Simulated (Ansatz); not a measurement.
# C2F2: a ladder of functionals and wavefunction methods

The task here is to estimate one member of a computed series from the others.

Computed with Ansatz 0.2.0, Gaussian basis. Level: functionals in def2-TZVPP, the program's frozen cores in correlated methods.

Plan: LDA (SPW92), PBE-D4, revPBE-D4, BLYP-D4, r2SCAN-D4, B97M-V, PBE0-D4, B3LYP-D4, r2SCANh-D4, r2SCAN0-D4, HSE06-D4, BHLYP-D4, CAM-B3LYP-D4, LC-ωPBE, ωB97X-V, ωB97M-V, B2PLYP, PBE-QIDH; CCSD(T)/def2-SVP; CCSD(T)/def2-TZVPP; CCSD(T)/def2-QZVPP; extrapolation to the limit; RPA on PBE.

### The geometry

An earlier PBE0-D4 in a triple-zeta def2 set relaxation fixed the geometry.

SMILES `FC#CF`, 4 atoms, charge 0, spin multiplicity 1.

Atoms are counted from 1 here; the program's logs count them from 0.

Bond lengths: F1–C2 1.278 Å, C2–C3 1.184 Å, C3–F4 1.278 Å. Angles: F1–C2–C3 180.0°, C2–C3–F4 180.0°.

The first run:

in.yaml

```yaml
crystal:
  periodic: [false, false, false]
  atoms:
    - {symbol: F, position_ang: [-0.136373, 0.128015, 1.852843]}
    - {symbol: C, position_ang: [-0.033701, 0.030232, 0.583217]}
    - {symbol: C, position_ang: [0.061450, -0.060383, -0.593367]}
    - {symbol: F, position_ang: [0.164125, -0.158164, -1.862993]}
basis:
  gaussian: {orbitals: def2-TZVPP}
hamiltonian: {xc: lda}
output: {orbitals: {seedname: orbitals}}
```

Steps of the session up to this table: LDA; PBE-D4 (GGA); revPBE-D4 (GGA); BLYP-D4 (GGA); r2SCAN-D4 (meta-GGA); B97M-V (meta-GGA); PBE0-D4 (hybrid); B3LYP-D4 (hybrid); r2SCANh-D4 (hybrid); r2SCAN0-D4 (hybrid); HSE06-D4 (hybrid); BHLYP-D4 (hybrid); CAM-B3LYP-D4 (range-separated); LC-ωPBE-D4 (range-separated; the results give it without D4); ωB97X-V (range-separated); ωB97M-V (range-separated); B2PLYP (double hybrid); PBE-QIDH (double hybrid).

One table of the session follows, with a row left open; its other results are not shown here.

It belongs to the step «Frontier levels by functional». 

```
  functional  HOMO (eV)  LUMO (eV)  gap (eV)
 LDA (SPW92)      -6.97      -0.50      6.47
      PBE-D4      -6.75      -0.33      6.42
   revPBE-D4          ?          ?         ?
     BLYP-D4      -6.64      -0.28      6.36
   r2SCAN-D4      -7.02       0.02      7.05
      B97M-V      -7.06       0.07      7.13
     PBE0-D4      -8.21       0.92      9.13
    B3LYP-D4      -7.98       0.55      8.52
  r2SCANh-D4      -7.57       0.48      8.06
  r2SCAN0-D4      -8.40       1.15      9.55
    HSE06-D4      -7.80       0.52      8.33
    BHLYP-D4      -9.56       1.96     11.53
CAM-B3LYP-D4      -9.67       2.03     11.70
     LC-ωPBE     -11.04       3.53     14.57
     ωB97X-V     -10.63       3.30     13.93
     ωB97M-V     -10.52       2.98     13.50
```

Q: Estimate the row for revPBE-D4 from the others.

**Answer.** HOMO (eV): -6.66; LUMO (eV): -0.24; gap (eV): 6.42. In the column «HOMO (eV)» it lies between PBE-D4 (-6.75) and BLYP-D4 (-6.64).
